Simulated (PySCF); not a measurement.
EPR parameters of C5H8F

C₅H₈F (doublet state).
Z-matrix (Å and degrees, GFN2-xTB geometry), rows numbered from 1:
```
C 
C   1  1.5147
F   2  1.3857  1  108.42
C   2  1.5440  1  116.24  3   128.18
C   4  1.4836  2   87.74  1   113.83
C   5  1.4835  4   94.35  2     5.74
H   1  1.0861  2  109.82  3  -179.94
H   1  1.0880  2  109.80  3    59.83
H   1  1.0881  2  109.81  3   -59.66
H   4  1.0952  2  112.56  1  -129.89
H   4  1.0940  2  115.72  1    -5.46
H   5  1.0691  4  132.72  2  -169.21
H   6  1.0938  2  115.68  1     5.47
H   6  1.0951  2  112.60  1   129.89
```

Identity: `CC1(F)C[CH]C1` [radical].

Computed with UKS B3LYP, pcH-1 on C F H, non-relativistic, mean-field spin-orbit, GIAO (PySCF). Isolated species at its GFN2-xTB geometry, gas phase. Couplings are sensitive to structure, and on GFN2-xTB geometries they can be far from those on DFT ones. The SCF solution wasn't tested for stability.

```
g1, g2, g3      : 2.00220, 2.00291, 2.00301
g_iso           : 2.00271
Form of g       : close to axial: the two nearest values differ by 13 % of g3 − g1
⟨S²⟩            : 0.7543 (exact 0.7500)
Basis functions : 230
```

Isotropic coupling and dipolar principal values T1 to T3, in G; ρ(0) is the spin density at the nucleus (MHz turned into gauss with g_iso; 10 G = 1 mT):

| atom | isotope | a_iso | T1 | T2 | T3 | Mulliken spin population | ρ(0) (bohr⁻³) |
| --- | --- | --- | --- | --- | --- | --- | --- |
| C1 | 13C | -0.5 | -0.1 | -0.1 | 0.3 | 0.00 | -0.0013 |
| C2 | 13C | 3.6 | -0.5 | -0.5 | 1.0 | 0.01 | 0.0089 |
| F3 | 19F | -2.1 | -0.5 | -0.3 | 0.7 | 0.00 | -0.0014 |
| C4 | 13C | -12.7 | -1.0 | 0.2 | 0.8 | -0.09 | -0.0317 |
| C5 | 13C | 34.0 | -29.0 | -28.5 | 57.6 | 1.01 | 0.0847 |
| C6 | 13C | -12.7 | -1.0 | 0.2 | 0.8 | -0.09 | -0.0317 |
| H7 | 1H | 0.0 | -0.9 | -0.7 | 1.6 | 0.00 | 0.0000 |
| H8 | 1H | -0.1 | -0.4 | -0.4 | 0.8 | 0.00 | 0.0000 |
| H9 | 1H | -0.1 | -0.4 | -0.4 | 0.8 | 0.00 | 0.0000 |
| H10 | 1H | 47.6 | -1.7 | -1.3 | 3.1 | 0.06 | 0.0299 |
| H11 | 1H | 36.1 | -1.6 | -1.3 | 2.9 | 0.04 | 0.0227 |
| H12 | 1H | -22.9 | -13.8 | 0.0 | 13.8 | -0.04 | -0.0144 |
| H13 | 1H | 36.2 | -1.6 | -1.3 | 2.9 | 0.04 | 0.0227 |
| H14 | 1H | 47.6 | -1.7 | -1.3 | 3.1 | 0.06 | 0.0299 |

Largest spin populations (Mulliken): C5 (+1.01), C4 (-0.09) and C6 (-0.09). No atom but C5 exceeds +0.15. The positive populations add up to 1.23 and the negative ones to -0.23, together 2S = 1. The angles at C5 add up to 359.8°, so it is planar; its axial dipolar tensor and the negative coupling of its proton fit spin in a p orbital normal to that plane.

Axes: g3 points within 4° of the C5–H12 bond.

Under fast tumbling the dipolar parts average out, and these isotropic splittings remain: 2 × 1H (H10/H14, I = 1/2, 3 lines) with 4.76 mT, 2 × 1H (H11/H13, I = 1/2, 3 lines) with 3.61 mT, 1 × 1H (H12, I = 1/2, 2 lines) with 2.29 mT and 1 × 19F (F3, I = 1/2, 2 lines) with 0.21 mT.

Nuclei that the bonding pattern makes equivalent are averaged, as if the motion that swaps them (rotation, inversion, ring flip) were fast.

The 13C coupling of C5 (95.2 MHz) shows only in satellite lines or after enrichment, since that isotope makes up about 1.07 % of natural carbon.

The spin density at the nucleus, in bohr⁻³, is negative for C4/C6 (-0.0317), H12 (-0.0144) and F3 (-0.0014), for instance. A restricted open-shell determinant has no negative spin density anywhere; here it arises because α and β orbitals differ (spin polarisation).
